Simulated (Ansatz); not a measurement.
# C4H11P: up Jacob's ladder to CCSD(T)

An exercise on one series of results from a longer session: the logs are not shown, and one member is left open.

The runs use Ansatz 0.2.0, Gaussian basis; functionals in def2-TZVPP, the program's frozen cores in correlated methods.

Levels to be run: LDA (SPW92), PBE-D4, revPBE-D4, BLYP-D4, r2SCAN-D4, B97M-V, PBE0-D4, B3LYP-D4, r2SCANh-D4, r2SCAN0-D4, HSE06-D4, BHLYP-D4, CAM-B3LYP-D4, LC-ωPBE, ωB97X-V, ωB97M-V, B2PLYP, PBE-QIDH; CCSD(T)/def2-SVP; CCSD(T)/def2-TZVPP; MP2/def2-QZVPP; extrapolation to the limit; RPA on PBE.

### Structure used throughout

All runs share one geometry, relaxed beforehand with PBE0-D4 in a triple-zeta def2 set.

16 atoms, charge 0, spin multiplicity 1.

Atoms are counted from 1 here; the program's logs count them from 0.

Bond lengths: C1–P2 1.663 Å, C1–H6 1.083 Å, C1–H7 1.083 Å, P2–C3 1.809 Å, P2–C4 1.809 Å, P2–C5 1.839 Å, C3–H8 1.091 Å, C3–H9 1.092 Å, C3–H10 1.090 Å, C4–H11 1.092 Å, C4–H12 1.091 Å, C4–H13 1.090 Å, C5–H14 1.092 Å, C5–H15 1.094 Å, C5–H16 1.092 Å. Angles: P2–C1–H6 118.2°, P2–C1–H7 118.2°, H6–C1–H7 117.0°, C1–P2–C3 110.9°, C1–P2–C4 110.9°, C1–P2–C5 122.5°, C3–P2–C4 107.7°, C3–P2–C5 101.8°, C4–P2–C5 101.8°, P2–C3–H8 111.5°, P2–C3–H9 108.6°, P2–C3–H10 109.2°, H8–C3–H9 108.8°, H8–C3–H10 110.2°, H9–C3–H10 108.5°, P2–C4–H11 108.6°, P2–C4–H12 111.5°, P2–C4–H13 109.2° and more.

The first run:

The input, in.yaml:

```yaml
crystal:
  periodic: [false, false, false]
  atoms:
    - {symbol: C, position_ang: [0.345970, 1.428269, -1.257964]}
    - {symbol: P, position_ang: [0.040941, 0.201778, -0.176666]}
    - {symbol: C, position_ang: [0.925422, 0.476676, 1.376728]}
    - {symbol: C, position_ang: [0.579208, -1.392340, -0.840032]}
    - {symbol: C, position_ang: [-1.654077, -0.190353, 0.418710]}
    - {symbol: H, position_ang: [0.314286, 2.449151, -0.896540]}
    - {symbol: H, position_ang: [0.095256, 1.267132, -2.299595]}
    - {symbol: H, position_ang: [0.686182, -0.290943, 2.114652]}
    - {symbol: H, position_ang: [0.634622, 1.451010, 1.774787]}
    - {symbol: H, position_ang: [1.997183, 0.488949, 1.180752]}
    - {symbol: H, position_ang: [0.075591, -1.560154, -1.794257]}
    - {symbol: H, position_ang: [0.332037, -2.211361, -0.162465]}
    - {symbol: H, position_ang: [1.653946, -1.361602, -1.016664]}
    - {symbol: H, position_ang: [-2.279068, -0.430736, -0.443867]}
    - {symbol: H, position_ang: [-1.677990, -1.024626, 1.125563]}
    - {symbol: H, position_ang: [-2.069500, 0.699158, 0.896859]}
basis:
  gaussian: {orbitals: def2-TZVPP}
hamiltonian: {xc: lda}
output: {orbitals: {seedname: orbitals}}
```

On the command line:

```console
$ ansatz run in.yaml --threads 2 --pin off --events-out ev --progress --plain --max-ram 22528MiB --backend cuda --devices 0, --max-vram 18GiB
```

Among the steps run: LDA; PBE-D4 (GGA); revPBE-D4 (GGA); BLYP-D4 (GGA); r2SCAN-D4 (meta-GGA); B97M-V (meta-GGA); PBE0-D4 (hybrid); B3LYP-D4 (hybrid); r2SCANh-D4 (hybrid); r2SCAN0-D4 (hybrid); HSE06-D4 (hybrid); BHLYP-D4 (hybrid); CAM-B3LYP-D4 (range-separated); LC-ωPBE (range-separated); ωB97X-V (range-separated); ωB97M-V (range-separated); B2PLYP (double hybrid); PBE-QIDH (double hybrid).

One table of the session follows, with a row left open; its other results are not shown here.

It belongs to the step «Frontier levels by functional». 

| functional | HOMO (eV) | LUMO (eV) | gap (eV) |
| --- | --- | --- | --- |
| LDA (SPW92) | -3.86 | -0.12 | 3.74 |
| PBE-D4 | -3.70 | 0.06 | 3.76 |
| revPBE-D4 | -3.64 | 0.15 | 3.79 |
| BLYP-D4 | -3.55 | 0.04 | 3.60 |
| r2SCAN-D4 | -3.87 | 0.81 | 4.67 |
| B97M-V | ? | ? | ? |
| PBE0-D4 | -4.77 | 0.82 | 5.59 |
| B3LYP-D4 | -4.57 | 0.49 | 5.06 |
| r2SCANh-D4 | -4.28 | 1.02 | 5.29 |
| r2SCAN0-D4 | -4.90 | 1.31 | 6.21 |
| HSE06-D4 | -4.38 | 0.45 | 4.83 |
| BHLYP-D4 | -5.74 | 1.38 | 7.11 |
| CAM-B3LYP-D4 | -6.07 | 1.55 | 7.62 |
| LC-ωPBE | -7.40 | 2.86 | 10.25 |
| ωB97X-V | -7.06 | 2.61 | 9.67 |
| ωB97M-V | -6.98 | 2.19 | 9.18 |

**Question.** Estimate the row for B97M-V.

The run gave: HOMO (eV): -3.93; LUMO (eV): 0.15; gap (eV): 4.08. In the column «HOMO (eV)» it lies between r2SCANh-D4 (-4.28) and r2SCAN-D4 (-3.87).
